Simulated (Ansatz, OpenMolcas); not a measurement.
**C2HF2 (SMILES [CH]=C(F)F): the vertical ionisation energy, rung by rung**

The species is C2HF2 (5 atoms), meant as a doublet with charge 0. As SMILES, `[CH]=C(F)F`. The shape is that of a PBE0-D4/def2-TZVP optimisation.

Quantity: the vertical ionisation energy (to the singlet cation), in eV. The values are calculated.

| level | kind | program | value (eV) | less CCSD(T)/aug-cc-pVDZ | CPU time (all runs) |
| --- | --- | --- | --- | --- | --- |
| USVWN5/aug-cc-pVDZ | LDA | Ansatz | 11.22 | +0.05 | 9.2 s |
| U-revPBE/aug-cc-pVDZ | GGA | Ansatz | 11.06 | -0.11 | 13 s |
| UTPSS/aug-cc-pVDZ | meta-GGA | OpenMolcas | 11.13 | -0.04 | 2.4 min |
| UB3LYP/aug-cc-pVDZ | global hybrid | OpenMolcas | 11.29 | +0.12 | 1.8 min |
| UBHLYP/aug-cc-pVDZ | global hybrid | Ansatz | 11.34 | +0.17 | 19 s |
| UCAM-B3LYP/aug-cc-pVDZ | range-separated hybrid | Ansatz | 11.39 | +0.22 | 21 s |
| UMP2/aug-cc-pVDZ | perturbation theory | Ansatz | 11.10 | -0.07 | 7.4 s |
| UCCSD(T)/aug-cc-pVDZ | coupled cluster or CI | Ansatz | 11.17 | 0.00 | 2.8 min |

Differences are taken from UCCSD(T)/aug-cc-pVDZ for orientation; it has basis-set and higher-order errors of its own. The values span 11.06 to 11.39 eV. Spin contamination of the reference (⟨S²⟩ at least 0.1 too high) touches UMP2/aug-cc-pVDZ, UCCSD(T)/aug-cc-pVDZ (up to 0.15 too high). Times are those of the runs behind each value, whatever else they computed, on shared processors of several kinds: orders of magnitude only.
